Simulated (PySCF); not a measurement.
Structure problem from calculated spectra and properties.

Formula: C4H5F.

| Quantity | Value |
| --- | --- |
| UV, first state | lowest singlet excitation: 7.14 eV (174 nm, f = 0.007) [TDDFT wB97X-D/def2-SVPD] |
| NMR, other nuclei | isotropic shieldings of nuclei other than C and H, by class: 250 (1 F) ppm [GIAO PBE0/pcSseg-1] |
| Valence photoelectron | vertical ionisation energy: 9.43 eV [ΔSCF wB97X-D/def2-SVPD] |
| Dipole | 1.55 D [wB97X-D/def2-SVPD] |
| Rotational structure | rotational constants A, B, C: 12.324, 4.519, 3.453 GHz [PBE0-D3(BJ)/def2-SVP] |
| 13C NMR | chemical shifts (computed TMS as zero) by class: 159.8 (1 C), 109.1 (1 C), 34.8 (1 C), 20.1 (1 C) ppm [GIAO PBE0/pcSseg-1] |
| XPS | C1s 290.4, C1s 291.1, C1s 291.2, C1s 292.7, F1s 693.1 eV [ΔSCF SCAN, pcX-2 on the ionised atom, pcseg-1 elsewhere, spin-free X2C] |
| 1H NMR | chemical shifts (computed TMS as zero) by class: 4.84 (1 H), 2.73 (2 H), 2.04 (2 H) ppm [GIAO PBE0/pcSseg-1] |

The electronic properties come from PySCF, for the isolated species, density fitting. Levels stand in brackets. Isolated species at its PBE0-D3(BJ)/def2-SVP geometry, gas phase. Each NMR value is the plain mean over a class of atoms that symmetry, rotation or inversion makes alike.

Problem. What is the compound? Reason from the data.

Solution. Numbering: `[F:1][C:2]1=[CH:3][CH2:4][CH2:5]1`. Its formula, C4H5F, gives 2 degrees of unsaturation: 1 ring and 1 π bond in the structure found. 4 carbons fall into 4 classes; from least to most shielded: vinylic C–F carbon [C2] (159.8 ppm), alkene CH carbon [C3] (109.1 ppm), allylic carbon [C5] (34.8 ppm), allylic carbon [C4] (20.1 ppm). Hydrogen classes from least to most shielded: 1 H on an alkene CH carbon, C3 (4.84 ppm), 2 H on an allylic carbon, C5 (2.73 ppm), 2 H on an allylic carbon, C4 (2.04 ppm). The other shieldings belong to: 250 ppm, vinyl fluorine [F1]. The core levels belong to: C1s 290.4 eV, alkene CH carbon [C3]; C1s 291.1 eV, allylic carbon [C4]; C1s 291.2 eV, allylic carbon [C5]; C1s 292.7 eV, vinylic C–F carbon [C2]; F1s 693.1 eV, vinyl fluorine [F1]. The hole state at 292.7 eV has ⟨S²⟩ = 0.83 against 0.75, so that value is less sure. The first electron is taken from the HOMO, whose largest Löwdin shares are 0.35 on the alkene CH carbon, 0.28 on the vinylic C–F carbon, 0.11 on the vinyl fluorine and 0.09 on an allylic carbon. The optimised geometry has point group Cs and is an asymmetric top. Structure: `FC1=CCC1`. Computed isomers that give other values at the same levels: `C=CC(=C)F` (13C chemical shifts (computed TMS as zero) by class: 170.8 (1 C), 137.0 (1 C), 124.8 (1 C), 99.9 (1 C) ppm); `C#CCCF` (rotational constant A: 27.121 GHz; this holds for the one conformer computed); `F[C@]12C[C@H]1C2` (core binding energies: C1s 291.0, C1s 291.4 (×2), C1s 293.1, F1s 693.0 eV). The assignments are read from this structure; whether some other isomer fits the data as well wasn't checked.
